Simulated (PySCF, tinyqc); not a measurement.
Worked calculation: harmonic frequencies on the RHF/sto-3g surface (energies and gradients from PySCF), for CH2, spin multiplicity 1. The lowest restricted solution is unstable here: a spin-polarised one lies 0.0253 hartree lower (PySCF). One step of it, computed by the program tinyqc.

Question. One row of the Hessian: 2Hy. Displace 2Hy by +/-0.005 bohr; H(k, :) = (g(+) - g(-)) / (2 delta).

optimised positions (bohr), order 1C, 2H, 3H:
```
[[-0.071130, -0.000946, -0.126724],
 [0.133330, 1.599373, 1.250402],
 [0.020947, -1.658898, 1.193127]]
```

gradient at +delta (hartree/bohr), order 1C, 2H, 3H:
```
[[-0.00011604, -0.00123341, -0.00068683],
 [0.00014175, 0.00139367, 0.00087228],
 [-0.00002572, -0.00016026, -0.00018544]]
```

gradient at -delta (hartree/bohr), order 1C, 2H, 3H:
```
[[0.00011786, 0.00123929, 0.00069971],
 [-0.00014346, -0.00139878, -0.00088399],
 [0.00002560, 0.00015948, 0.00018429]]
```

Give: row of the Hessian.

Answer.

row of the Hessian (hartree/bohr^2): [-0.02339, -0.24727, -0.13865, 0.02852, 0.27924, 0.17563, -0.00513, -0.03197, -0.03697]
